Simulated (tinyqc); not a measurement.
Worked calculation: Pariser-Parr-Pople SCF with singles CI, for the molecule N=CC=O (SMILES; centres numbered as the heavy atoms are written). One step of it, computed by the program tinyqc.

Task: Iteration 3: orbitals and new P. Diagonalise F (the basis is taken as orthonormal) and form P = 2 sum c c over the lowest orbitals.

F (eV), order 1N, 2C, 3C, 4O:
$$\begin{pmatrix}
-8.232010 & -5.029072 & -0.286414 & 0.506778 \\
-5.029072 & -6.053572 & -3.310088 & -0.082736 \\
-0.286414 & -3.310088 & -5.714554 & -5.034483 \\
0.506778 & -0.082736 & -5.034483 & -9.547955
\end{pmatrix}$$

pi electrons, sum of z_r less the charge = 4

Give: orbital energies; P after iteration 3.

Result:

orbital energies (eV): [-14.0687, -11.9078, -3.5189, -0.0526]

P after iteration 3, order 1N, 2C, 3C, 4O:
$$\begin{pmatrix}
1.1468 & 0.9248 & 0.1386 & -0.3224 \\
0.9248 & 0.8173 & 0.3313 & 0.0395 \\
0.1386 & 0.3313 & 0.6908 & 0.8806 \\
-0.3224 & 0.0395 & 0.8806 & 1.3451
\end{pmatrix}$$
